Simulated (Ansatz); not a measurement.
System: rock-salt HfN. Method: revPBE in Ansatz (PAW).

Run with plane-wave cutoff 520 eV, 22×22×22 k mesh, Fermi–Dirac smearing 0.05 eV, scalar-relativistic PAW data made under PBE.

Pressure at four volumes; x = ln(V/11.904 Å³). One pressure is withheld.

```csv
V (Å³/atom),x,P (GPa)
11.190,-0.0619,17.91
11.904,0.0000,0.01
12.381,0.0393,-9.13
12.619,0.0583,?
```

### Question
Pass a parabola P(x) through the three rows shown, estimate the bulk modulus and its pressure derivative near zero pressure, and predict the withheld pressure.

### Answer
Slopes between the rows: (0.01 − (17.91))/(0.0000 − (-0.0619)) = -289.18 and (-9.13 − (0.01))/(0.0393 − (0.0000)) = -232.57 GPa. Their difference over the span 0.1012 is c = 56.61/0.1012 = 559.4 GPa, so P(x) = 17.91 + (-289.18)(x − (-0.0619)) + 559.4 (x − (-0.0619))(x − (0.0000)). At the middle row B = −dP/dx = −[-289.18 + 559.4 × 0.0619] = 254.6 GPa, and B′ = dB/dP = 2c/B = 4.4. At x = 0.0583 the parabola gives -12.93 GPa; the run gives -13.01 GPa. The Birch–Murnaghan fit to the energies at all volumes has B0 = 253 GPa and B′ = 4.3.

Measured, for comparison: bulk modulus 260 GPa (room temperature, not corrected to a static lattice, our sources range from 260 to 306; as tabulated in Synthesis of Binary Transition Metal Nitrides, Carbides and Borides from the …). Computed (rounded) less measured: bulk modulus not scored (sources differ).

Spin–orbit coupling is not included.

Ansatz is a quantum-chemistry and plane-wave program.
